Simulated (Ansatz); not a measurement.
# quartet CH5OSi at 6 levels

Aim: a comparison of 6 runs (UB3LYP/6-31G*, U-r2SCAN/def2-SVPD, UCAM-B3LYP/def2-SVPD, UPBE/def2-SVPD, UPBE0/def2-SVPD, UCCSD(T)/def2-SVPD) of quartet CH5OSi. 

The results are computed with Ansatz 0.2.0.

54 further runs of the same task are left out: 54 set aside as unsound or not needed.

### 1 The system as given

CH5OSi: 8 atoms, total charge 0, spin state quartet. As SMILES of the parent species, `[CH2][SiH2]O`. Geometry: relaxed at PBE0-D4/def2-TZVP. This is one conformer, not always the lowest. That shape belongs to the parent species and isn't relaxed for this state.

Bond lengths: C1–Si2 1.840 Å, Si2–O3 1.650 Å, C1–H4 1.086 Å, C1–H5 1.087 Å, Si2–H6 1.485 Å, Si2–H7 1.490 Å, O3–H8 0.958 Å. Angles: C1–Si2–O3 112.2°, C1–Si2–H6 111.4°, C1–Si2–H7 108.0°, O3–Si2–H6 104.2°, O3–Si2–H7 111.6°, Si2–C1–H4 122.8°, Si2–C1–H5 122.5°, Si2–O3–H8 117.1°, H6–Si2–H7 109.4°, H4–C1–H5 114.6°.

### 2 A single-point energy at UB3LYP/6-31G(d) (spherical functions) (run 1)

Input file in.yaml:

```yaml
crystal:
  periodic: [false, false, false]
  atoms:
    - {symbol: C, position_ang: [-0.861500, 0.517800, -0.791400]}
    - {symbol: Si, position_ang: [0.654000, -0.005200, 0.111100]}
    - {symbol: O, position_ang: [0.302800, -0.724400, 1.554400]}
    - {symbol: H, position_ang: [-0.970800, 0.416800, -1.867000]}
    - {symbol: H, position_ang: [-1.703100, 0.991500, -0.293300]}
    - {symbol: H, position_ang: [1.495600, 1.161100, 0.480600]}
    - {symbol: H, position_ang: [1.431000, -0.912300, -0.779800]}
    - {symbol: H, position_ang: [-0.255800, -1.502300, 1.529400]}
basis:
  gaussian:
    orbitals: 6-31G_st_-spherical.json
magnetization:
  spin_polarized: true
  initial_magnetization: 3
hamiltonian:
  xc: {name: B3LYP}
accuracy: high
output: {orbitals: {seedname: orbitals}}
```

The basis set 6-31G* is read from a file made from the Basis Set Exchange's data (not shown).

Launch:

```
$ ansatz run in.yaml --threads 1 --pin off --max-ram 3480MiB --events-out events.jsonl --progress --plain --runs-dir runs
```

The log of the run:

```text
Warning: RAYON_NUM_THREADS=1 ignored (pool sized by the plan → 1); use --threads N
Functional definition: B3LYP
  name "B3LYP"
  parameter a0 = 0.2
  parameter ax = 0.72
  parameter ac = 0.81
  exchange = (1 - a0 - ax)*slater_x + ax*b88_x + a0*exact_x
  correlation = (1 - ac)*vwn_rpa_c + ac*lyp_c
1281 factors; integrals over basis functions are off by at most 4.0e-9 eV
mean field evaluation 1: about -11027.3714 eV, gradient 4.0e1 eV
mean field evaluation 2: about -11003.4634 eV, gradient 8.2e1 eV
mean field evaluation 4: about -11033.7844 eV, gradient 1.3e1 eV
mean field evaluation 8: about -11034.6696 eV, gradient 7.4e-1 eV
mean field evaluation 16: about -11034.8675 eV, gradient 1.8e-2 eV
mean field evaluation 32: about -11034.8675 eV, gradient 1.8e-6 eV
mean field -11034.86748785 eV, -405.5239004767 hartree, gradient 3.8e-8 eV, S^2 3.759991; 4 other end points of the search recorded, 0 dependent functions left out
reference -11034.86752649 eV, -405.5239018965 hartree; 18, 15 occupied and 38, 41 virtual orbitals, 1281 factors
Total energy: -11034.86752649 eV, -405.5239018965 hartree
```

Wall time 11 s (1 thread of AMD EPYC 7R43 (Zen 3), shared host); peak memory 0.24 GiB.

### 3 The energy at U-r2SCAN/def2-SVPD (run 2)

Input file molecule.yaml:

```yaml
crystal:
  periodic: [false, false, false]
  atoms:
    - symbol: C
      position_ang: [-0.861500, 0.517800, -0.791400]
    - symbol: Si
      position_ang: [0.654000, -0.005200, 0.111100]
    - symbol: O
      position_ang: [0.302800, -0.724400, 1.554400]
    - symbol: H
      position_ang: [-0.970800, 0.416800, -1.867000]
    - symbol: H
      position_ang: [-1.703100, 0.991500, -0.293300]
    - symbol: H
      position_ang: [1.495600, 1.161100, 0.480600]
    - symbol: H
      position_ang: [1.431000, -0.912300, -0.779800]
    - symbol: H
      position_ang: [-0.255800, -1.502300, 1.529400]
basis:
  gaussian:
    orbitals: def2-SVPD
magnetization:
  spin_polarized: true
  initial_magnetization: 3
hamiltonian:
  xc: {name: r2SCAN}
accuracy: high
output: {orbitals: {seedname: orbitals}}
```

Launch:

```
$ ansatz run molecule.yaml --threads 1 --pin off --max-ram 3480MiB --events-out events.jsonl --progress --plain --runs-dir runs
```

The log of the run:

```text
Warning: RAYON_NUM_THREADS=1 ignored (pool sized by the plan → 1); use --threads N
Functional definition: r2SCAN
  name "r2SCAN"
  parameter k0 = 0.174
  parameter k1 = 0.065
  parameter a1 = 4.9479
  exchange = r2scan_x(k0 = k0, k1 = k1, a1 = a1)
  correlation = r2scan_c
2123 factors; integrals over basis functions are off by at most 3.5e-9 eV
mean field evaluation 1: about -11019.6894 eV, gradient 4.4e1 eV
mean field evaluation 2: about -10973.7060 eV, gradient 1.0e2 eV
mean field evaluation 4: about -11025.5410 eV, gradient 2.4e1 eV
mean field evaluation 8: about -11028.6030 eV, gradient 2.7e-1 eV
mean field evaluation 16: about -11028.5999 eV, gradient 6.7e-3 eV
mean field evaluation 32: about -11027.3276 eV, gradient 4.1e0 eV
mean field evaluation 64: about -11027.9392 eV, gradient 1.3e0 eV
mean field -11028.59991491 eV, -405.2935714194 hartree, gradient 9.9e-8 eV, S^2 3.764716; 8 other end points of the search recorded, 0 dependent functions left out
reference -11028.59992065 eV, -405.2935716305 hartree; 18, 15 occupied and 89, 92 virtual orbitals, 2123 factors
Total energy: -11028.59992065 eV, -405.2935716305 hartree
```

Run time: 48 s. Hardware: 1 thread of AMD EPYC 7R43 (Zen 3), shared host; peak memory 0.53 GiB.

Runs 3 to 4 aren't shown in full; the table further down has their settings and results.

### 4 A single-point energy at UPBE0/def2-SVPD (run 5)

Input file job.yaml:

```yaml
crystal:
  periodic: [false, false, false]
  atoms:
    - {symbol: C, position_ang: [-0.861500, 0.517800, -0.791400]}
    - {symbol: Si, position_ang: [0.654000, -0.005200, 0.111100]}
    - {symbol: O, position_ang: [0.302800, -0.724400, 1.554400]}
    - {symbol: H, position_ang: [-0.970800, 0.416800, -1.867000]}
    - {symbol: H, position_ang: [-1.703100, 0.991500, -0.293300]}
    - {symbol: H, position_ang: [1.495600, 1.161100, 0.480600]}
    - {symbol: H, position_ang: [1.431000, -0.912300, -0.779800]}
    - {symbol: H, position_ang: [-0.255800, -1.502300, 1.529400]}
basis:
  gaussian:
    orbitals: def2-SVPD
magnetization:
  spin_polarized: true
  initial_magnetization: 3
hamiltonian:
  xc: pbe0
accuracy: high
output:
  orbitals: {seedname: orbitals}
```

Launch:

```
$ ansatz run job.yaml --threads 1 --pin off --max-ram 3480MiB --events-out events.jsonl --progress --plain --runs-dir runs
```

The log of the run:

```text
Warning: RAYON_NUM_THREADS=1 ignored (pool sized by the plan → 1); use --threads N
Functional definition: PBE0
  name "PBE0"
  parameter a = 0.25
  parameter kappa = 0.804
  parameter beta = 0.06672455060314922
  exchange = (1 - a)*pbe_x(kappa = kappa, mu = beta*pi^2/3) + a*exact_x
  correlation = pbe_c(beta = beta)
2123 factors; integrals over basis functions are off by at most 3.5e-9 eV
mean field evaluation 1: about -11016.5843 eV, gradient 4.0e1 eV
mean field evaluation 2: about -10991.1428 eV, gradient 8.3e1 eV
mean field evaluation 4: about -11023.1078 eV, gradient 1.1e1 eV
mean field evaluation 8: about -11023.7524 eV, gradient 1.1e0 eV
mean field evaluation 16: about -11023.8883 eV, gradient 4.1e-2 eV
mean field evaluation 32: about -11023.8884 eV, gradient 2.4e-5 eV
mean field -11023.88836780 eV, -405.1204252569 hartree, gradient 8.5e-8 eV, S^2 3.763892; 6 other end points of the search recorded, 0 dependent functions left out
reference -11023.88837165 eV, -405.1204253982 hartree; 18, 15 occupied and 89, 92 virtual orbitals, 2123 factors
Total energy: -11023.88837165 eV, -405.1204253982 hartree
```

Run time: 31 s. Hardware: 1 thread of AMD EPYC 7R43 (Zen 3), shared host; peak memory 0.46 GiB.

### 5 The energy at UCCSD(T)/def2-SVPD (run 6)

Input file run.yaml:

```yaml
crystal:
  periodic: [false, false, false]
  atoms:
    - {symbol: C, position_ang: [-0.861500, 0.517800, -0.791400]}
    - {symbol: Si, position_ang: [0.654000, -0.005200, 0.111100]}
    - {symbol: O, position_ang: [0.302800, -0.724400, 1.554400]}
    - {symbol: H, position_ang: [-0.970800, 0.416800, -1.867000]}
    - {symbol: H, position_ang: [-1.703100, 0.991500, -0.293300]}
    - {symbol: H, position_ang: [1.495600, 1.161100, 0.480600]}
    - {symbol: H, position_ang: [1.431000, -0.912300, -0.779800]}
    - {symbol: H, position_ang: [-0.255800, -1.502300, 1.529400]}
basis:
  gaussian: {orbitals: def2-SVPD}
magnetization: {spin_polarized: true, initial_magnetization: 3}
correlation: {method: ccsd_t, frozen_orbitals: {C: 1, H: 0, O: 1, Si: 5}}
accuracy: high
scf: {omitted_lower_state_checks: [cluster_reference, increment]}
```

Launch:

```
$ ansatz run run.yaml --threads 1 --pin off --max-ram 3480MiB --events-out events.jsonl --progress --plain --runs-dir runs
```

The log of the run:

```text
Warning: RAYON_NUM_THREADS=1 ignored (pool sized by the plan → 1); use --threads N
[... 15 lines left out ...]
7 core orbitals not correlated: weight in the atoms' cores, before any rotation towards them, 1.000 or more for the frozen orbitals, at most 0.000 for the correlated occupied ones
[... 48 lines left out ...]
Total energy: -11009.77269302 eV, -404.6016837765 hartree
Checks for a lower state left out: cluster_reference, increment
```

Run time: 2.8 min. Hardware: 1 thread of AMD EPYC 7R43 (Zen 3), shared host; peak memory 1.8 GiB.

### 6 The series

```csv
run,level,frozen core orbitals,energy (Eh),HOMO energy (eV),⟨S²⟩,wall time
1,UB3LYP/6-31G* (spherical functions),–,-405.523902,-1.22,3.760,11 s
2,U-r2SCAN/def2-SVPD,–,-405.293572,-1.67,3.765,48 s
3,UCAM-B3LYP/def2-SVPD,–,-405.320096,-3.01,3.765,37 s
4,UPBE/def2-SVPD,–,-405.096963,-1.57,3.756,20 s
5,UPBE0/def2-SVPD,–,-405.120425,-2.17,3.764,31 s
6,UCCSD(T)/def2-SVPD,7,-404.601684,–,3.771,2.8 min
```

### 7 Results

```
                                          quantity          value
                               run 6: total energy  -404.60168 Eh
run 6: correlation energy (7 core orbitals frozen)     -451.1 mEh
                             run 6: (T) correction     -14.32 mEh
          run 6: ⟨S²⟩ of the reference determinant          3.771
                              run 6: T1 diagnostic          0.053
```

Totals of different functionals can't be ranked against each other. All runs together took 5.3 min, the longest 2.8 min.
